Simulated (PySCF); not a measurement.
How methods differ on the electron affinity of F

F⁻ [Ne] (1S) → F [He] 2s2 2p5 (2P), as a difference of total energies. Computed with PySCF 2.14 in aug-cc-pVDZ-DK, with scalar relativity by spin-free X2C-1e. Correlated levels: valence: 1s2 frozen. The calculations carry no spin-orbit coupling.

```
           method  electron affinity (eV)
              UHF                   1.272
              LDA                   4.129
              PBE                   3.675
             PBE0                   3.282
           r2SCAN                   3.352
            TPSSh                   3.312
             TPSS                   3.445
           B2PLYP                   3.432
            B3LYP                   3.552
    MP2 (valence)                   3.536
SCS-MP2 (valence)                   3.353
```

Question: How much does correlation contribute at MP2 (valence)?

Answer: 3.536 − (1.272) = 2.264 eV, measured against UHF.

A first-order spin-orbit estimate (lowest level to lowest level, LS coupling) adds -0.016 eV.

Errors of the correlated levels include the incompleteness of this basis and the frozen core.

In the anion the highest occupied orbital energy is positive at LDA, PBE, r2SCAN, TPSSh, TPSS, B3LYP, a self-interaction effect; the basis confines that electron, and the energy difference can still be sensible.

For comparison: 3.401 eV (measured; photodetachment measurements, as compiled on the Wikipedia data page of electron affinities).
